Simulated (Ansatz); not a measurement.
Basis-set extrapolation for C3H8N2 (`C=C(N)CN`) (PBE0-D4/def2-TZVP geometry, frozen core, Ansatz). Multiplicity 1, RHF reference.

|  | def2-TZVPP | def2-QZVPP |
| --- | --- | --- |
| HF | -227.228018 | -227.238869 |
| MP2 correlation | -0.928588 | -0.990932 |
| CCSD(T) correlation | -1.007232 | not run |

Energies in hartree. Use E(X) = E(∞) + A·exp(−7.88·√X) for Hartree–Fock and E(X) = E(∞) + B·X^(−2.97) for correlation, with X = 3 and 4, and add CCSD(T) minus MP2 of the smaller set to the MP2 limit.

Q: What is the CCSD(T) energy at the basis-set limit?

A: HF limit: -227.238869 + (-0.010851) × 0.13774 = -227.24036. MP2 limit: -0.990932 + (-0.062344) × 0.74074 = -1.03711. Higher-order term: -1.007232 − (-0.928588) = -0.07864. Total: -228.35611 hartree, 75.8 kcal/mol below CCSD(T)/def2-TZVPP.
